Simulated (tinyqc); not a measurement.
Worked calculation: CIS and TDHF on RHF in the sto-6g basis, frozen core, for H2O, spin multiplicity 1. One step of it, computed by the program tinyqc.

Problem. TDHF (RPA) singlet states. B(ia,jb) = 2 (ia|jb) - (ib|ja); the squared energies are the eigenvalues of (A - B)(A + B); 1 hartree = 27.211386 eV.

CIS matrix A, singlet (hartree), lower triangle:
```
          2>6        2>7       3>6       3>7       4>6       4>7       5>6       5>7
2>6  1.428845
2>7  0.000000   1.437130
3>6  0.000000  -0.021284  0.714398
3>7  0.056736   0.000000  0.000000  0.954017
4>6  0.064448   0.000000  0.000000  0.129912  0.664339
4>7  0.000000  -0.019459  0.039417  0.000000  0.000000  0.693086
5>6  0.000000   0.000000  0.000000  0.000000  0.000000  0.000000  0.454889
5>7  0.000000   0.000000  0.000000  0.000000  0.000000  0.000000  0.000000  0.496879
```

Two-electron integrals over orbitals (pq|rs), unique and non-zero (hartree); the lowest 1 orbital is frozen and left out:
```
(22|22) 0.731433    (32|32) 0.139781    (33|22) 0.645032    (33|33) 0.629537
(42|22) -0.003508   (42|33) 0.004068    (42|42) 0.125440    (43|32) 0.019351
(43|43) 0.051127    (44|22) 0.667123    (44|33) 0.593207    (44|42) -0.100219
(44|44) 0.748412    (52|52) 0.145688    (53|53) 0.028816    (54|52) -0.048970
(54|54) 0.054833    (55|22) 0.750263    (55|33) 0.628608    (55|42) -0.077139
(55|44) 0.712911    (55|55) 0.880663    (62|22) 0.144544    (62|33) 0.080023
(62|42) 0.021554    (62|44) 0.075688    (62|55) 0.154915    (62|62) 0.103105
(63|32) -0.030993   (63|43) -0.028946   (63|63) 0.064724    (64|22) 0.102732
(64|33) 0.047389    (64|42) -0.048796   (64|44) 0.129039    (64|55) 0.129692
(64|62) 0.058320    (64|64) 0.083551    (65|52) 0.055117    (65|54) 0.000753
(65|65) 0.037265    (66|22) 0.622939    (66|33) 0.573934    (66|42) 0.052192
(66|44) 0.558702    (66|55) 0.598056    (66|62) 0.103902    (66|64) 0.047645
(66|66) 0.608189    (72|32) 0.042185    (72|43) -0.036646   (72|63) 0.034838
(72|72) 0.062347    (73|22) 0.139571    (73|33) 0.090351    (73|42) -0.083870
(73|44) 0.147560    (73|55) 0.190783    (73|62) 0.073848    (73|64) 0.090710
(73|66) 0.040721    (73|73) 0.157940    (74|32) -0.079343   (74|43) -0.003379
(74|63) 0.045463    (74|72) -0.014824   (74|74) 0.073130    (75|53) 0.023562
(75|75) 0.023523    (76|32) 0.090960    (76|43) 0.051508    (76|63) -0.057223
(76|72) -0.011791   (76|74) -0.060619   (76|76) 0.110790    (77|22) 0.616955
(77|33) 0.604565    (77|42) -0.010190   (77|44) 0.592930    (77|55) 0.612399
(77|62) 0.065606    (77|64) 0.039456    (77|66) 0.569136    (77|73) 0.081175
(77|77) 0.608830
```

Give: TDHF matrix B, singlet; squared energies w^2; TDHF energies from the positive w^2.

Solution.

TDHF matrix B, singlet (hartree), lower triangle:
```
        2>6      2>7     3>6     3>7     4>6     4>7     5>6     5>7
2>6  0.1031
2>7  0.0000   0.0623
3>6  0.0000  -0.0042  0.0647
3>7  0.1129   0.0000  0.0000  0.1579
4>6  0.0583   0.0000  0.0000  0.1360  0.0836
4>7  0.0000  -0.0148  0.0002  0.0000  0.0000  0.0731
5>6  0.0000   0.0000  0.0000  0.0000  0.0000  0.0000  0.0373
5>7  0.0000   0.0000  0.0000  0.0000  0.0000  0.0000  0.0000  0.0235
```

squared energies w^2 (hartree^2): 0.2055  0.2463  0.3708  0.4345  0.5480  0.9201  2.0388  2.0644

TDHF energies from the positive w^2 (eV): 12.3365  13.5056  16.5709  17.9368  20.1440  26.1020  38.8544  39.0977
